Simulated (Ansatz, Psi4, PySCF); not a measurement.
Process, species as SMILES: C(C)#C [prop-1-yne] -> [C]#CC + H atom (the C-H bond breaks)

Quantity: bond dissociation energy (electronic), in kcal/mol. Set-up: UHF or UKS for open shells; no spin-orbit coupling; dispersion terms only where a functional's name holds one; non-relativistic; six Cartesian d functions in 6-31G* and its kin unless marked 5d; LANL2DZ all-electron up to Ne; 6-311+G** with 5d. First-principles rows: single points at B3LYP-D3(BJ) geometries (Ansatz, an electronic-structure program).

| level | program | bond dissociation energy (electronic) (kcal/mol) |
|---|---|---|
| SVWN5/6-31G* | Ansatz | 147.8 |
| PBE/STO-3G | Ansatz | 157.8 |
| PBE/LANL2DZ | Ansatz | 136.3 |
| PBE/def2-SVP | Ansatz | 135.0 |
| PBE/6-311+G** | Ansatz | 135.7 |
| BLYP/6-31G* | Ansatz | 133.3 |
| B3LYP/STO-3G | Ansatz | 160.7 |
| B3LYP/6-31+G* | Ansatz | 136.7 |
| B3LYP/def2-SVP | Ansatz | 138.2 |
| B3LYP/cc-pVDZ | Ansatz | 135.9 |
| M06-2X/6-311+G** | PySCF | 140.0 |
| wB97X-D/6-311+G** | Psi4 | 139.7 |
| B3PW91/6-31G* (5d) | PySCF | 136.5 |
| M06-2X/def2-TZVPD | PySCF | 140.4 |

No value to compare with is used here. The 13 habitual levels span 133.3 (BLYP/6-31G*) to 160.7 kcal/mol (B3LYP/STO-3G); M06-2X/def2-TZVPD gives 140.4.

The levels are drawn from those run, B3LYP/6-31G* more often than the rest, none by its result; left out are runs that failed, that the program found above a lower state of the same kind, or whose <S^2> lies over 0.5 above the pure value.
